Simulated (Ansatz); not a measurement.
## Ansatz (development build ahead of 0.2.0) run

```yaml
crystal:
  periodic: [false, false, false]
  atoms:
    - { symbol: "N", position_ang: [0.00543, -0.02523, 0.05213] }
    - { symbol: O, position_ang: [-0.49042, 0.99695, 0.10346] }
    - { symbol: O, position_ang: [3.2031, -0.01148, 0.26979] }
    - { symbol: H, position_ang: [3.56842, 0.83257, 0.39009] }
    - { symbol: H, position_ang: [3.93488, -0.56884, 0.11018] }
basis:
  gaussian: { orbitals: def2-SVP }
magnetization:
  spin_polarized: true
  initial_magnetization: 1
hamiltonian:
  xc: hf
output:
  forces: true
```

The input is written out in the form of the current development build from the run's settings.

Results

| Property | Result |
| --- | --- |
| Converged | yes |
| Total energy | -205.10441 hartree |
| Spin squared of the determinant | 0.775 |
| Stability test | minimum |

Forces (eV/Å):
| atom | Fx | Fy | Fz |
| --- | --- | --- | --- |
| N1 | -1.135 | 2.197 | 0.105 |
| O2 | 1.150 | -2.229 | -0.107 |
| O3 | -0.928 | -0.531 | -0.022 |
| H4 | 0.399 | 1.072 | 0.162 |
| H5 | 0.514 | -0.510 | -0.137 |
